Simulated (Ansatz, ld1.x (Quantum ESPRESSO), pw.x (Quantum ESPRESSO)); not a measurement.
**What a changed setting does to a pw.x run (sc Se)**

Potential: PAW, ld1.x (Quantum ESPRESSO) 7.5, LDA (PW92); core [Ar] 3d10, reference 4s2 4p3; waves: 4s (bound): rcut 1.45, rcutus 1.70 bohr; 4s channel at 3.4 Ry: rcut 1.45, rcutus 1.70 bohr; 4p (bound): rcut 1.50, rcutus 1.70 bohr; 4p channel at 0.05 Ry: rcut 1.50, rcutus 1.70 bohr; 4d channel at 0.35 Ry: rcut 1.45, rcutus 1.70 bohr; 4d channel at 2.9 Ry: rcut 1.45, rcutus 1.70 bohr; local part: all-electron potential smoothed inside 1.50 bohr (lloc = -2); core correction: none; augmentation: PSQ, inside the norm-conserving radii.

The reference run (k-mesh 12³, cutoffs 40/320 Ry, Fermi–Dirac 0.01 Ry, mixing_beta 0.4, conv_thr 1e-9, no spin) gives -0.68 GPa at 21.385 Å³/atom, where all-electron LAPW gives -0.42 GPa. This run, with its own iteration cap, changes k-mesh shift to 1.

```
&control
  calculation='scf', prefix='x', pseudo_dir='./', outdir='./tmp', tstress=.true., disk_io='none'
/
&system
  ibrav=0, nat=1, ntyp=1, ecutwfc=40, ecutrho=320, nbnd=10,
  occupations='smearing', smearing='fd', degauss=0.01
/
&electrons
  conv_thr=1e-09, mixing_beta=0.4, electron_maxstep=60
/
ATOMIC_SPECIES
Se 1.0 Se.UPF
CELL_PARAMETERS angstrom
  2.77568227 0.00000000 0.00000000
  0.00000000 2.77568227 0.00000000
  0.00000000 0.00000000 2.77568227
ATOMIC_POSITIONS crystal
Se 0.0000 0.0000 0.0000
K_POINTS automatic
12 12 12 1 1 1
```

```bash
pw.x < Se.scf.in > Se.scf.out
```

Problem. How does the run end?

Solution. It converges in 7 iterations; the free energy moves by -1.7 meV/atom and the pressure by -0.17 GPa.

```
Message from routine setup:
     using ibrav=0 with symmetry is DISCOURAGED, use correct ibrav instead
     lattice parameter (alat)  =       5.2453  a.u.
     unit-cell volume          =     144.3131 (a.u.)^3
     number of electrons       =         6.00
     number of Kohn-Sham states=           10
     kinetic-energy cutoff     =      40.0000  Ry
     charge density cutoff     =     320.0000  Ry
     scf convergence threshold =      1.0E-09
     Exchange-correlation= SLA  PW   NOGX NOGC
     number of k points=    56  Fermi-Dirac smearing, width (Ry)=  0.0100
     iteration #  1     ecut=    40.00 Ry     beta= 0.40
     total energy              =    -182.91577321 Ry
     estimated scf accuracy    <       0.07515259 Ry
     iteration #  2     ecut=    40.00 Ry     beta= 0.40
     total energy              =    -182.90970626 Ry
     estimated scf accuracy    <       0.01554316 Ry
     iteration #  3     ecut=    40.00 Ry     beta= 0.40
     total energy              =    -182.91134196 Ry
     estimated scf accuracy    <       0.00004780 Ry
     iteration #  4     ecut=    40.00 Ry     beta= 0.40
     total energy              =    -182.91136089 Ry
     estimated scf accuracy    <       0.00000437 Ry
     iteration #  5     ecut=    40.00 Ry     beta= 0.40
     total energy              =    -182.91136083 Ry
     estimated scf accuracy    <       0.00000003 Ry
     iteration #  6     ecut=    40.00 Ry     beta= 0.40
     total energy              =    -182.91136079 Ry
     estimated scf accuracy    <          7.2E-09 Ry
     iteration #  7     ecut=    40.00 Ry     beta= 0.40
     the Fermi energy is     7.7554 ev
!    total energy              =    -182.91136079 Ry
     estimated scf accuracy    <          2.0E-11 Ry
     smearing contrib. (-TS)   =      -0.00218590 Ry
     The total energy is F=E-TS. E is the sum of the following terms:
     one-electron contribution =       4.84386436 Ry
     hartree contribution      =       1.19794791 Ry
     xc contribution           =      -4.07501335 Ry
     ewald contribution        =     -19.47326414 Ry
     one-center paw contrib.   =    -165.40270967 Ry
     convergence has been achieved in   7 iterations
          total   stress  (Ry/bohr**3)                   (kbar)     P=       -8.51
     Message from routine punch:
     Nothing written, as per user request (disk_io='none')
```

The run took about 4.4 s on one core of a shared host (Neoverse-V2, 96 threads, 371 GiB, load 52).
